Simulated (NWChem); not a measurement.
System: carbonyl sulfide (COS); SMILES O=C=S

Input file for NWChem:

```
start job
memory heap 200 mb stack 900 mb global 1100 mb
geometry units angstroms noautosym nocenter noautoz
  O     -1.676535     0.026960     0.022296
  C     -0.520351     0.008350     0.006924
  S      1.043153    -0.016772    -0.013873
end
basis spherical
  * library sto-3g
end
dft
  xc b3lyp
  iterations 150
end
property
  response 1 0.0773
end
task dft property
```

STO-3G and 3-21G are far too small for this property and stand as cheap habits. All runs use the structure optimised with PBE0/def2-SVP.

Field at 589 nm.

Give the results of this calculation. (B3LYP/STO-3G.) Quantities: isotropic polarisability (bohr³); anisotropy (bohr³).


```json
{
  "isotropic polarisability (bohr³)": "11.5",
  "anisotropy (bohr³)": "23.3"
}
```
